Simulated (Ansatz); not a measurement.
`[CH2]O` radical: measurement beside calculation (Ansatz, PBE0-D4/def2-TZVP geometry).

Z-matrix (Å, degrees):
```
C
O 1 1.357
H 1 1.080 2 113.9
H 1 1.084 2 119.2 3 153.9
H 2 0.960 1 109.6 3 -175.8
```

Enthalpy of formation at 298 K: -4.1 kcal/mol (zero for an element's reference state; older measured values of the G2 set, as listed by Staroverov and co-workers, J. Chem. Phys. 119, 12129, 2003). With their computed zero-point and thermal terms and the atoms' enthalpies of Curtiss and co-workers (1997) it gives an electronic atomization energy of 409.4 kcal/mol.

| level | atomization (kcal/mol) | error | error per bond |
| --- | --- | --- | --- |
| LDA (SPW92) | 476.9 | 67.4 | 16.9 |
| PBE-D4 | 422.0 | 12.5 | 3.1 |
| revPBE-D4 | 410.3 | 0.9 | 0.2 |
| BLYP-D4 | 413.4 | 4.0 | 1.0 |
| r2SCAN-D4 | 413.5 | 4.1 | 1.0 |
| B97M-V | 408.6 | -0.8 | -0.2 |
| PBE0-D4 | 411.1 | 1.7 | 0.4 |
| B3LYP-D4 | 411.6 | 2.2 | 0.5 |
| r2SCANh-D4 | 410.0 | 0.6 | 0.2 |
| r2SCAN0-D4 | 405.1 | -4.4 | -1.1 |
| HSE06-D4 | 411.5 | 2.1 | 0.5 |
| BHLYP-D4 | 395.2 | -14.3 | -3.6 |
| CAM-B3LYP-D4 | 413.8 | 4.3 | 1.1 |
| ωB97X-V | 409.9 | 0.5 | 0.1 |
| ωB97M-V | 410.7 | 1.3 | 0.3 |
| B2PLYP | 406.8 | -2.6 | -0.7 |
| PBE-QIDH | 405.5 | -3.9 | -1.0 |
| PBE | 421.2 | 11.8 | 2.9 |
| revPBE | 407.1 | -2.3 | -0.6 |
| BLYP | 411.6 | 2.2 | 0.5 |
| r2SCAN | 413.3 | 3.9 | 1.0 |
| PBE0 | 410.5 | 1.1 | 0.3 |
| B3LYP | 410.4 | 1.0 | 0.2 |
| r2SCANh | 409.9 | 0.4 | 0.1 |
| r2SCAN0 | 404.9 | -4.6 | -1.1 |
| HSE06 | 411.0 | 1.5 | 0.4 |
| BHLYP | 394.4 | -15.0 | -3.8 |
| CAM-B3LYP | 413.2 | 3.7 | 0.9 |
| LC-ωPBE | 411.2 | 1.7 | 0.4 |
| HF/def2-TZVPP | 289.2 | -120.2 | -30.1 |
| MP2/def2-TZVPP | 404.5 | -5.0 | -1.2 |
| SCS-MP2/def2-TZVPP | 402.2 | -7.3 | -1.8 |
| CCSD/def2-TZVPP | 393.0 | -16.5 | -4.1 |
| CCSD(T)/def2-TZVPP | 398.6 | -10.8 | -2.7 |
| HF/def2-QZVPP | 289.9 | -119.5 | -29.9 |
| MP2/def2-QZVPP | 411.1 | 1.7 | 0.4 |
| SCS-MP2/def2-QZVPP | 409.6 | 0.1 | 0.0 |
| HF/CBS(def2) | 290.0 | -119.4 | -29.9 |
| MP2/CBS(def2) | 415.6 | 6.2 | 1.6 |
| CCSD/CBS(def2) | 404.1 | -5.3 | -1.3 |
| CCSD(T)/CBS(def2) | 409.8 | 0.4 | 0.1 |

Functionals use def2-TZVPP; B3LYP here is the variant with VWN-RPA as its local correlation; programs differ in this. The calculations leave out spin–orbit coupling, scalar relativity and, for the correlated methods, core correlation; together these are worth up to about 1 kcal/mol a heavy atom. HSE06 is defined as in plane-wave codes. CBS adds triple-zeta CCSD(T) − MP2 to the MP2 limit. T1 = 0.016.
